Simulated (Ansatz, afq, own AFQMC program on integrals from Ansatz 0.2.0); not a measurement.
SiO, quintet: AFQMC among the cluster methods

```csv
atom,x (Å),y (Å),z (Å)
Si,0.0000,0.0000,0.0000
O,0.0000,0.0000,1.7235
```

Basis 6-31G. Only valence electrons are correlated. Integrals, coupled cluster, full CI and functionals: Ansatz 0.2.0; the random walks run on the same integrals in our own AFQMC program. The CISD trial takes its coefficients from CCSD amplitudes. Released means that phaseless walkers are propagated on without the constraint, phases kept. Error bars are statistical, one sigma.

Determinant: UHF, the one that the program's search chose, which needn't be the lowest solution. The geometry is a PBE0/def2-TZVP stationary point of this or a neighbouring charge and spin state.

Full CI on the same integrals is exact in this basis and with this determinant's frozen core.

Cautions: another spin lies lower (by 6.32 eV); the ph-AFQMC/HF walk drifts between its halves (2.1 errors).

```
T1 diagnostic                               : 0.0175
weight of the determinant in the CISD state : 0.945
⟨S²⟩ of the determinant                     : 6.013
size of the correlated space                : 10 electrons in 16 orbitals
```

Reference: full CI, correlation energy -3.058 eV. The released energy is read at 2.40 1/Eh (meV from the phaseless value at times in 1/Eh: -5 ± 4 at 0.24, -10 ± 5 at 0.51, -13 ± 4 at 0.99, -22 ± 8 at 1.62, -20 ± 4 at 2.40).

```
         level  E − E(reference) (meV)  share of correlation (%)
            HF                  3058.0                      0.00
           MP2                   392.3                     87.17
          CCSD                    61.7                     97.98
       CCSD(T)                    18.0                     99.41
         CCSDT                     7.9                     99.74
      CCSDT(Q)                     0.1                    100.00
        CCSDTQ                     0.2                     99.99
   ph-AFQMC/HF              5.6 ± 29.3                     99.82
 ph-AFQMC/CISD              18.9 ± 3.2                     99.38
released AFQMC              -1.2 ± 4.4                    100.04
```

CCSDT and higher add their correlation energy to the determinant of the CCSD(T) run, since their own runs factorise the integrals more tightly (a shift of under 2 meV). A walk keeps the symmetry of its determinant, which the program's search chose and which needn't be the lowest solution, so a lower state of the same spin and another symmetry isn't excluded. Released energies are given only where the last usable release times agree within the noise; a slower fall can still hide under it.
